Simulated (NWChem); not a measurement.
# Correlation energy of hydrazine (H4N2)

SMILES: NN
```xyz
6

N      0.1745    -0.6794     0.0738
N     -0.1745     0.6794     0.0738
H     -0.6458    -1.2306     0.3138
H      0.5122    -1.0120    -0.8307
H      0.6458     1.2306     0.3138
H     -0.5122     1.0120    -0.8307
```
Charge 0, spin multiplicity 1.

Program: NWChem. All single points use one geometry, from PBE0/def2-SVP, a minimum by its harmonic frequencies. It is one conformer; others weren't searched.

Basis set: STO-3G. Each correlation energy counts from its own Hartree-Fock reference.

The correlated methods keep 2 core orbitals frozen. No row is a measurement; the coupled-cluster row has its own basis-set and correlation limits.

| method | correlation energy (mHa) |
|---|---|
| CR-CCSD(T) | -119.0 |
| CCSD(T) | -119.0 |
| MP2 | [?] |
| CCSDT | [?] |
| SCS-MP2 | [?] |
| CR-CCSD[T] | -119.0 |
| CCSD+T(CCSD) | -119.1 |
| CCSD | [?] |

Question: What belongs in the gaps?

Answer: 
- MP2, correlation energy (mHa): -88.0
- CCSDT, correlation energy (mHa): -119.2
- SCS-MP2, correlation energy (mHa): -98.6
- CCSD, correlation energy (mHa): -118.4
